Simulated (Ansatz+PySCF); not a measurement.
Results of a calculation; reference values are marked as such.
## PySCF 2.14.0 run

```python
from pyscf import gto, scf, cc

mol = gto.M(atom="""
Al 0.000000 0.000000 0.000000
Cl 1.379060 1.838740 3.981000
""", basis='sto-3g', charge=1, spin=1)
mf = scf.UHF(mol)
mf.kernel()
mycc = cc.CCSD(mf, frozen=10).run()
et = mycc.ccsd_t()
print(mf.e_tot, mycc.e_corr, et, mycc.e_tot + et)
```

The script is written out from the run's settings.

The run gave:

```
Converged                       : yes
Reference energy                : -693.42327 hartree
CCSD correlation energy         : -0.03861 hartree
Triples correction              : 0.00000 hartree
Total energy                    : -693.46188 hartree
Spin squared of the determinant : 0.750
```
